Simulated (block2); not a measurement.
# N2H (SMILES [N]=N) at DMRG/ANO-RCC-MB, part 2 of 2

block2 0.5.4.

### 3 The quartet: a single-point energy at DMRG/ANO-RCC-MB

Contents of run_dmrg.py:

```python
import numpy as np
from pyscf import cc, dft, gto, mcscf, mp, scf
from pyblock2._pyscf.ao2mo import integrals as itg
from pyblock2.driver.core import DMRGDriver, SymmetryTypes

geom = """
N      0.715210    -0.640440     0.325220
N     -0.243160    -0.185380    -0.152740
H     -0.472040     0.825820    -0.172480
"""
mol = gto.M(
    atom=geom,
    basis="ano-rcc-mb",
    spin=3,
    verbose=3,
)
print("basis functions: %d" % (mol.nao))
mf = scf.ROHF(mol)
mf.conv_tol = 1e-10
mf.max_cycle = 200
mf.kernel()
if not mf.converged:
    mf = mf.newton().run(mf.mo_coeff, mf.mo_occ)
print("SCF energy: %.10f" % (mf.e_tot))
# single-reference ladder for comparison
ref = scf.UHF(mol).run(mf.make_rdm1(), conv_tol=1e-10)
pt = mp.MP2(ref, frozen=2).run()
mycc = cc.CCSD(ref, frozen=2)
mycc.max_cycle = 150
mycc.kernel()
print(f"MP2 total energy: {pt.e_tot:.10f}")
if mycc.converged:
    print(f"E(CCSD): {mycc.e_tot:.10f}")
    print(f"CCSD(T) total energy: {mycc.e_tot + mycc.ccsd_t():.10f}")
# a few density functionals on the same geometry and basis
ks = dft.UKS(mol, xc="camb3lyp").set(conv_tol=1e-9, verbose=3).run(mf.make_rdm1())
if ks.converged:
    print(f"E(CAM-B3LYP): {ks.e_tot:.8f}")
ks = dft.UKS(mol, xc="pbe0").set(conv_tol=1e-9, verbose=3).run(mf.make_rdm1())
if ks.converged:
    print("E(PBE0): %.8f" % (ks.e_tot))
ks = dft.UKS(mol, xc="m06l").set(conv_tol=1e-9, verbose=3).run(mf.make_rdm1())
if ks.converged:
    print(f"E(M06-L): {ks.e_tot:.8f}")
# rotate to MP2 natural orbitals
occ_no, mo = mcscf.addons.make_natural_orbitals(mp.MP2(mf.to_uhf(), frozen=2).run())
mf.mo_coeff = mo
ncas, n_elec, spin, ecore, h1e, g2e, orb_sym = itg.get_rhf_integrals(mf, ncore=2, ncas=9, pg_symm=False, g2e_symm=1)
drv = DMRGDriver(scratch="./tmp", symm_type=SymmetryTypes.SU2, stack_mem=1500 << 20, n_threads=1)
# order the orbitals along the chain
idx = drv.orbital_reordering(h1e, g2e, method="fiedler")
print("orbital order:", idx.tolist())
h1e = h1e[np.ix_(idx, idx)]
g2e = g2e[np.ix_(idx, idx, idx, idx)]
orb_sym = np.array(orb_sym)[idx]
drv.initialize_system(n_sites=ncas, n_elec=n_elec, spin=spin, orb_sym=orb_sym)
mpo = drv.get_qc_mpo(h1e=h1e, g2e=g2e, ecore=ecore, iprint=0)
occs = np.array([1.8] * 4 + [1.0] * 3 + [0.2] * 2)[idx]
mps = drv.get_random_mps(tag="GS", bond_dim=50, nroots=1, occs=occs)
bond_dims = [50] * 4 + [100] * 2
noises = [0.0001] * 4 + [1e-05] * 2 + [0]
thrds = [1e-07] * 6
e = drv.dmrg(mpo, mps, n_sweeps=12, tol=1e-06, bond_dims=bond_dims, noises=noises, thrds=thrds, iprint=1)
ms, dws, es = drv.get_dmrg_results()
print("max discarded weight: %.3e" % (dws[-1]))
print("final energy: %.10f" % (e))
# exact diagonalisation in the same space
ci = mcscf.CASCI(mf, 9, (7, 4))
ci.fix_spin_(ss=3.75)
ci.fcisolver.conv_tol = 1e-10
ci.fcisolver.max_cycle = 200
ci.kernel()
print(f"FCI energy: {ci.e_tot:.10f}")
```

The run is started by

```sh
python run_dmrg.py
```

Standard output:

```text
basis functions: 11
converged SCF energy = -109.088467013967
SCF energy: -109.0884670140
converged SCF energy = -109.089151343179  <S^2> = 3.751064  2S+1 = 4.000532
E(UMP2) = -109.137598402378  E_corr = -0.0484470591989633
E(SCS-UMP2) = -109.136710641316  E_corr = -0.0475592981368836
E(UCCSD) = -109.163312720174  E_corr = -0.07416137699483791
MP2 total energy: -109.1375984024
E(CCSD): -109.1633127202
UCCSD(T) correction = -0.000681194925608265
CCSD(T) total energy: -109.1639939151
converged SCF energy = -109.630726965955  <S^2> = 3.7506147  2S+1 = 4.0003074
E(CAM-B3LYP): -109.63072697

WARN: HOMO -0.17429917115266 >= LUMO -0.238936838354101

WARN: HOMO -0.173944924506566 >= LUMO -0.241476170646961

WARN: HOMO -0.175686198396133 >= LUMO -0.240251424007202

WARN: HOMO -0.17779168057884 >= LUMO -0.240231111384111

WARN: HOMO -0.177493826170309 >= LUMO -0.239046618453072

WARN: HOMO -0.178068100777063 >= LUMO -0.239359421875774

WARN: HOMO -0.177999026041079 >= LUMO -0.239240711695154

WARN: HOMO -0.177998926054991 >= LUMO -0.239241286762189

WARN: HOMO -0.177999293518993 >= LUMO -0.239241475727671

WARN: HOMO -0.177999295799071 >= LUMO -0.239241689818706

converged SCF energy = -109.553577925237  <S^2> = 3.7506591  2S+1 = 4.0003296
E(PBE0): -109.55357793

WARN: HOMO -0.116261539221654 >= LUMO -0.260712411832957

WARN: HOMO -0.112466131488719 >= LUMO -0.264828935429927

WARN: HOMO -0.117952997636188 >= LUMO -0.260175968809326

WARN: HOMO -0.119833338826493 >= LUMO -0.253192987356397

WARN: HOMO -0.11932552770696 >= LUMO -0.246878115441968

WARN: HOMO -0.119721182890518 >= LUMO -0.246827466417707

WARN: HOMO -0.119613976308346 >= LUMO -0.246761622730368

WARN: HOMO -0.119641861294839 >= LUMO -0.24672906770332

WARN: HOMO -0.119640476645869 >= LUMO -0.246742121625543

WARN: HOMO -0.11964060303842 >= LUMO -0.24674072066459

converged SCF energy = -109.66285796211  <S^2> = 3.7505357  2S+1 = 4.0002678
E(M06-L): -109.66285796
E(UMP2) = -109.136347669348  E_corr = -0.0478806553804889
E(SCS-UMP2) = -109.135273345307  E_corr = -0.046806331339541
orbital order: [7, 3, 5, 8, 2, 0, 6, 1, 4]

Sweep =    0 | Direction =  forward | Bond dimension =   50 | Noise =  1.00e-04 | Dav threshold =  1.00e-07
Time elapsed =      0.233 | E =    -109.1638361846 | DW = 4.06848e-06

Sweep =    1 | Direction = backward | Bond dimension =   50 | Noise =  1.00e-04 | Dav threshold =  1.00e-07
Time elapsed =      0.487 | E =    -109.1645327655 | DE = -6.97e-04 | DW = 1.91252e-05

Sweep =    2 | Direction =  forward | Bond dimension =   50 | Noise =  1.00e-04 | Dav threshold =  1.00e-07
Time elapsed =      0.726 | E =    -109.1646058777 | DE = -7.31e-05 | DW = 2.34584e-05

Sweep =    3 | Direction = backward | Bond dimension =   50 | Noise =  1.00e-04 | Dav threshold =  1.00e-07
Time elapsed =      0.949 | E =    -109.1646051323 | DE = 7.45e-07 | DW = 2.20104e-05

Sweep =    4 | Direction =  forward | Bond dimension =  100 | Noise =  1.00e-05 | Dav threshold =  1.00e-07
Time elapsed =      1.297 | E =    -109.1646171462 | DE = -1.20e-05 | DW = 3.37630e-08

Sweep =    5 | Direction = backward | Bond dimension =  100 | Noise =  1.00e-05 | Dav threshold =  1.00e-07
Time elapsed =      1.682 | E =    -109.1646171907 | DE = -4.45e-08 | DW = 2.90888e-08

Sweep =    6 | Direction =  forward | Bond dimension =  100 | Noise =  0.00e+00 | Dav threshold =  1.00e-07
Time elapsed =      2.088 | E =    -109.1646171864 | DE = 4.32e-09 | DW = 1.93366e-16

max discarded weight: 1.934e-16
final energy: -109.1646171864
CASCI E = -109.164617210843  E(CI) = -34.9788934388343  S^2 = 3.7500000
FCI energy: -109.1646172108
```

It took 8.7 s on 1 thread of Arm Neoverse V1, shared host; peak memory 0.26 GiB.

### 4 What came out

What follows sums up all 2 parts.

At DMRG/ANO-RCC-MB, 2 core orbitals frozen:

| quantity | value |
| --- | --- |
| run 1, DMRG/ANO-RCC-MB: total energy | -109.39803 Eh |
| quartet: total energy | -109.16462 Eh |
| vertical energy of the quartet above the doublet | 6.352 eV |

In words: At this shape the quartet lies 6.35 eV (613 kJ/mol) above the doublet. In a minimal basis such a difference can be off by several eV, whatever the method. The basis (run 1, DMRG/ANO-RCC-MB) was made for a relativistic Hamiltonian, but the run is non-relativistic. The basis (quartet) was made for a relativistic Hamiltonian, but the run is non-relativistic.
